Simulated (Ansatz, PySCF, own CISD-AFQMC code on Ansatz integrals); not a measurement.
Constitutional and geometric isomers with formula C2H3N. Isolated molecules, 0 K electronic values unless said otherwise. Strings in code marks are SMILES.

Quantity: electronic energy of isomers of C2H3N relative to `CC#N`, in kJ/mol. AFQMC values (own CISD-AFQMC code on Ansatz (an electronic-structure program) integrals) carry a statistical error of up to ±1.48 kJ/mol (one standard error) and the bias of the phaseless constraint.

Level 1: frozen-core phaseless AFQMC with a CISD trial state/cc-pVDZ // PBE0-D3(BJ)/def2-TZVP (own CISD-AFQMC code on Ansatz integrals)
Level 2: frozen-core CCSDT(Q)/6-31g // PBE0-D3(BJ)/def2-TZVP (Ansatz)
Level 3: frozen-core CCSD(T)/6-31g // PBE0-D3(BJ)/def2-TZVP (Ansatz)
Level 4: PBE-D3(BJ)/def2-TZVP // PBE0-D3(BJ)/def2-TZVP (PySCF)

```
species       level 1  level 2  level 3  level 4
------------  -------  -------  -------  -------
`C#CN`          206.3    196.6    196.0    167.4
`[C-]#[N+]C`    100.8    113.5    112.6    104.1
`C=C=N`         132.7    147.5    147.1     87.4
```
